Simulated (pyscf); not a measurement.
**Four-centre exchange: `[OH][Si]([F])([F])[F]` + `[ClH]` → `[OH][Si]([F])([F])[Cl]` + `[FH]`**

Gas phase, singlet surface, charge 0. Bonds broken: Si2–F3, Cl7–H8. Bonds formed: Si2–Cl7, F3–H8. Structures and frequencies: ωB97X-D3(BJ)/def2-SVP in PySCF.

Transition state (Å):

```xyz
8

O     -0.4379     1.1585     0.8969
Si    -1.3203     0.2707    -0.1551
F      0.0670    -0.8905    -0.3916
F     -2.4479     1.3621    -0.5289
F     -2.2507    -0.9524     0.3185
H      0.3756     0.7412     1.2013
Cl    -0.8621     0.1539    -2.4702
H     -0.0276    -0.6869    -1.6410
```

One imaginary mode, 664i cm⁻¹; descent along it reached the two sides named, in the forms told below.

```csv
bond,change,reactant side (Å),saddle,product side
Si2–F3,breaks,1.611,1.825,3.0
Cl7–H8,breaks,1.285,1.446,2.489
Si2–Cl7,forms,3.6,2.363,2.050
F3–H8,forms,2.162,1.269,0.931
```

Electronic energies relative to the separated reactants (kcal/mol):

| level | barrier | reaction energy | reverse barrier |
|---|---|---|---|
| ωB97X-D3(BJ)/def2-TZVP | 35.6 | +11.1 | 24.6 |
| PBE/def2-TZVP | 30.8 | +12.3 | 18.4 |
| r²SCAN/def2-TZVP | 33.0 | +13.8 | 19.2 |
| B3LYP-D3(BJ)/def2-TZVP | 37.1 | +13.7 | 23.4 |
| PBE0-D3(BJ)/def2-TZVP | 33.8 | +11.7 | 22.1 |
| M06-2X/def2-TZVP | 38.1 | +14.2 | 23.9 |
| ωB97M-D3(BJ)/def2-TZVP | 37.0 | +13.3 | 23.7 |
| HF/def2-TZVP | 59.3 | +16.7 | 42.5 |

With ωB97M-D3(BJ)/def2-TZVP energies and thermal terms (ideal gas, 1 atm, RRHO with modes under 100 cm⁻¹ raised to 100, one conformer, R ln 2 for rigid chiral ones), in kcal/mol:

```json
[
 {"T (K)": "298", "ΔH‡": "36.4", "ΔG‡": "47.9", "ΔH": "+14.3", "ΔG": "+14.6"},
 {"T (K)": "600", "ΔH‡": "36.3", "ΔG‡": "59.6", "ΔH": "+14.5", "ΔG": "+14.7"},
 {"T (K)": "900", "ΔH‡": "36.6", "ΔG‡": "71.1", "ΔH": "+14.6", "ΔG": "+14.8"},
 {"T (K)": "1200", "ΔH‡": "37.0", "ΔG‡": "82.6", "ΔH": "+14.5", "ΔG": "+14.9"}
]
```

On the product side the descent ends in a complex (not fully relaxed), 5.7 kcal/mol under the separated species and 30.3 kcal/mol under the saddle at ωB97X-D3(BJ)/def2-TZVP. This is the saddle that the search found; another between the same sides may lie lower.
